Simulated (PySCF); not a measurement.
**How methods differ on the ionisation energy of S**

S [Ne] 3s2 3p4 [3p1/2^2 3p3/2^2, M_J = 2] → S⁺ [Ne] 3s2 3p3 [3p1/2^2 3p3/2^1, M_J = 3/2], as a difference of total energies. All numbers are calculated (PySCF 2.14, the two-component X2C-1e Hamiltonian, in x2c-QZVPPall-2c (9s7p4d2f1g, 73 functions)). Correlated levels: [Ne] frozen; the 10 highest virtual spinors dropped. "Screened" scales the spin-orbit matrix elements by Boettger's factors to mimic the two-electron term; Breit and QED terms are absent.

```
                    method  ionisation energy (eV)  error (eV)
           GHF (spin-free)                   9.075      -1.285
          GMP2 (spin-free)                  10.083      -0.277
 GHF (screened spin-orbit)                   9.101      -1.259
GMP2 (screened spin-orbit)                  10.109      -0.251
```

Reference: 10.360 eV (measured; NIST Atomic Spectra Database, ionization energies).

Errors of the correlated levels include the incompleteness of this basis and the frozen core.

The labels give the starting determinants; with spin-orbit coupling the two ends relaxed to ⟨J²⟩ = 6.02, ⟨L²⟩ = 2.02, ⟨S²⟩ = 2.00 and ⟨J²⟩ = 3.75, ⟨L²⟩ = 0.00, ⟨S²⟩ = 3.75.
